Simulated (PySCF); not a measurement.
Species: C5H5N.
SMILES with atom numbers: `[CH:1]#[C:2][C:3](=[CH2:4])[N:5]=[CH2:6]` (hydrogens: H7 on C1; H8, H9 on C4; H10, H11 on C6)

Geometry (PBE0-D3(BJ)/def2-SVP, Å), atoms numbered from 1 in this order:
```
atom  x, y, z in Å
C1    -1.1750    1.8735   -0.2026
C2    -0.8135    0.7198   -0.0982
C3    -0.3345   -0.6306    0.0251
C4    -1.1814   -1.6772    0.0467
N5     1.0431   -0.8938    0.1285
C6     1.8816    0.0584    0.1175
H7    -1.5123    2.8894   -0.2951
H8    -0.7672   -2.6826    0.1420
H9    -2.2606   -1.5390   -0.0284
H10    2.9495   -0.1834    0.2005
H11    1.6020    1.1243    0.0287
```

The closed-shell ground state was solved at several levels (PySCF, density fitting, gas phase, non-relativistic).

```json
{"level": "B3LYP/pcJ-1", "basis functions": "212", "HOMO (eV)": "-6.92", "LUMO (eV)": "-1.74", "gap (eV)": "5.18", "dipole (D)": "1.35"}
{"level": "PBE0/pcSseg-1", "basis functions": "127", "HOMO (eV)": "-7.14", "LUMO (eV)": "-1.55", "gap (eV)": "5.59", "dipole (D)": "1.38"}
{"level": "KT2/pcSseg-2", "basis functions": "286", "HOMO (eV)": "-6.15", "LUMO (eV)": "-2.51", "gap (eV)": "3.64", "dipole (D)": "1.22"}
```

Problem. What might wB97X-D/def2-SVPD (160 basis functions) give for the same quantities?

Solution. HOMO -8.89 eV, LUMO 0.18 eV, gap 9.07 eV, dipole 1.37 D.

Problem. Over all these levels, which gives the widest orbital gap and which the narrowest?

Solution. wB97X-D/def2-SVPD (range-separated hybrid) has the widest, 9.07 eV, and KT2/pcSseg-2 (GGA) the narrowest, 3.64 eV. Functional and basis both differ between the two, so the spread mixes both effects.

Problem. How far do the dipole and the HOMO energy spread over the levels?

Solution. The dipole runs from 1.22 to 1.38 D (mean 1.33 D) and the HOMO from -8.89 to -6.15 eV.

One conformer stands for the species.
